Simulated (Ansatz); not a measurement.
**AlSiH₃ (triplet): wave-function methods side by side, cc-pVDZ**

The task here is to estimate one member of a computed series from the others.

Program: Ansatz 0.2.0, Gaussian basis. Level of theory: cc-pVDZ, core rule «outside noble gas», up to 10 orbitals frozen. These are calculated values, not measurements.

Plan: UHF; CCSD(T) on ROHF; CCSD(T) on UHF; BCCD(T) on ROHF; CISD as a restricted active space (open shells left free, so some higher excitations enter); CCSDT(Q) on ROHF; CCSDT(Q) on UHF.

25 further runs of the same task are left out: 2 for a known fault of the program, 8 that didn't finish, 15 set aside as unsound or not needed. Runs told in other sessions of the task aren't counted.

### The system

The geometry is a PBE0/def2-TZVP stationary point (not a proven minimum).

5 atoms, charge 0, spin multiplicity 3.

Atoms are counted from 1 here; the program's logs count them from 0.

Bond lengths: Si1–Al2 2.384 Å, Si1–H3 1.491 Å, Si1–H4 1.488 Å, Al2–H5 1.599 Å. Angles: Al2–Si1–H3 128.9°, Al2–Si1–H4 122.2°, H3–Si1–H4 108.9°, Si1–Al2–H5 118.6°.

The first run:

The input, in.yaml:

```yaml
crystal:
  periodic: [false, false, false]
  atoms:
    - {symbol: Si, position_ang: [0.000000, 0.049734, 1.130850]}
    - {symbol: Al, position_ang: [0.000000, -0.102648, -1.247806]}
    - {symbol: H, position_ang: [0.000000, 1.267953, 1.991081]}
    - {symbol: H, position_ang: [0.000000, -1.155684, 2.002693]}
    - {symbol: H, position_ang: [0.000000, 1.249712, -2.101556]}
basis:
  gaussian: {orbitals: cc-pVDZ}
magnetization: {spin_polarized: true, initial_magnetization: 2}
hamiltonian: {xc: hf}
output: {orbitals: {seedname: orbitals}}
```

Command:

```bash
$ ansatz run in.yaml --threads 1 --pin off --events-out ev --progress --plain --max-ram 2393MiB
```

Among the steps run: UHF; CCSD(T) on ROHF; CCSD(T) on UHF; BCCD(T) on ROHF; CISD as a restricted active space (open shells left free, so some higher excitations enter); CCSDT(Q) on ROHF; CCSDT(Q) on UHF.

One of the session's tables, all rows but one given; the rest of the session is left out.

It belongs to the step «Misses and costs». 

| method | from UCCSDT(Q) (meV) |
| --- | --- |
| ROHF | +4922.1 |
| UHF | +4817.6 |
| RMP2 | +1166.9 |
| UMP2 | +1180.6 |
| CISD | +503.0 |
| RCCSD | +167.7 |
| UCCSD | ? |
| RCCSD(T) | +40.0 |
| UCCSD(T) | +40.1 |
| BCCD(T) | +39.5 |
| RCCSDT | +6.1 |
| UCCSDT | +5.6 |
| RCCSDT(Q) | +0.5 |
| UCCSDT(Q) | 0 |

Estimate the missing values for UCCSD.

**Answer.** from UCCSDT(Q) (meV): +164.5. In the column «from UCCSDT(Q) (meV)» it lies between UCCSD(T) (+40.1) and RCCSD (+167.7).

With the free atoms at the same levels and basis (separate runs), the atomisation energy is 9.988 eV at UCCSDT(Q), 9.971 eV at RCCSD(T), 9.970 eV at UCCSD(T), 8.347 eV at ROHF.

Limits of these values: Restricted and unrestricted rows rest on different reference determinants; a gap between their highest levels can come from leftover correlation error, from unlike frozen cores or from another state.
